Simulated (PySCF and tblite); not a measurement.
Values are calculated unless marked as measured or tabulated.
Molecule: C5H13N, numbered as in [CH3:1][CH2:2][CH:3]([NH2:4])[CH2:5][CH3:6].

The mean out-of-plane torsion at N4 (0° is planar) is held and the rest relaxed at GFN2-xTB. Energies: PBE/pcSseg-1 + D3(BJ). (tblite 0.8, PySCF 2.14.)

GFN2-xTB profile:

(out-of-plane angle °, kcal/mol): (-43, 1.66), (-35, 0.00), (-26, 1.21), (-14, 3.92), (0, 5.33), (13, 3.94), (26, 1.22), (35, 0.01), (43, 1.66)

Q: Give the DFT energy and dipole along the out-of-plane angle.

A: 
```
out-of-plane angle °  E kcal/mol  dipole D
                 -43        0.85      1.58
                 -35        0.01      1.27
                 -26        1.22      0.92
                 -14        3.32      0.58
                   0        4.36      0.49
                  13        3.35      0.57
                  26        1.23      0.92
                  35        0.00      1.26
                  43        0.84      1.58
```

Q: Where is the lowest sampled point, and what does the planar form cost?

A: At 35°; the point at 0° lies 4.36 kcal/mol above it.
